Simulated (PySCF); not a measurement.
## Calculated properties of `C([CH2])O` [radical]

Compound: C2H5O (doublet state).
SMILES with atom numbers: `[CH2:1][CH2:2][OH:3]` (hydrogens: H4, H5 on C1; H6, H7 on C2; H8 on O3)

From PBE0-D3(BJ)/def2-SVP geometry optimisation, gas phase (PySCF):

| Item | Value |
| --- | --- |
| Rotational constants A, B, C | 39.025, 9.974, 8.631 GHz |
| Dipole moment | 1.46 D |

UKS B3LYP, IGLO-III on C O, pcH-1 on H, non-relativistic, mean-field spin-orbit, GIAO (PySCF):

| Item | Value |
| --- | --- |
| Isotropic g value | 2.00253 |
| Principal g values | 2.00216, 2.00263, 2.00280 |
| Spin squared ⟨S²⟩ | 0.754 |
| Largest Mulliken spin population | 1.08 on C1 |
| Largest isotropic hyperfine couplings (means over sets of like nuclei) | 1H +102.4 (H6/H7), 13C +94.5 (C1), 1H -59.1 (H4/H5), 13C -34.1 (C2), 17O -15.0 (O3) MHz |

Monoisotopic mass from the formula: 45.0340 u.

⟨S²⟩ is 0.004 above the pure-spin value S(S + 1) = 0.75. g_iso is shifted by about +210 ppm from the free-electron value 2.002319; the principal values span 0.0006. At 9.50 GHz, hν = g·μB·B₀ (B₀ the magnetic field) puts the centre of the isotropic spectrum, to first order, at 338.9 mT. With B = h/(8π²I), that is 505.379 GHz u Å² over I, the principal moments of inertia are 13.0, 50.7 and 58.6 u Å² (most abundant isotopes); the inertial defect Ic − Ia − Ib is -5.1 u Å² (zero for a rigid planar frame, negative otherwise). The rotational constants make it an asymmetric top with κ = (2B − A − C)/(A − C) = -0.91, nearer the prolate limit (−1). The dipole equals about 4.9 × 10⁻³⁰ C·m (1 D = 3.33564 × 10⁻³⁰ C·m).

Couplings of like nuclei are plain means over topologically equivalent atoms, as if these changed places fast (by rotation of a methyl-like group, say); in this geometry the members of some sets differ.

For the geometry optimisation (PBE0-D3(BJ)/def2-SVP), hardware: one thread, x86-64 server, no GPU, shared host. Cost: 20 s of wall time.

Conformer computed: `[CH2:1][CH2:2][OH:3]`: H–O3–C2–C1 -56°.

One conformer stands for the species.
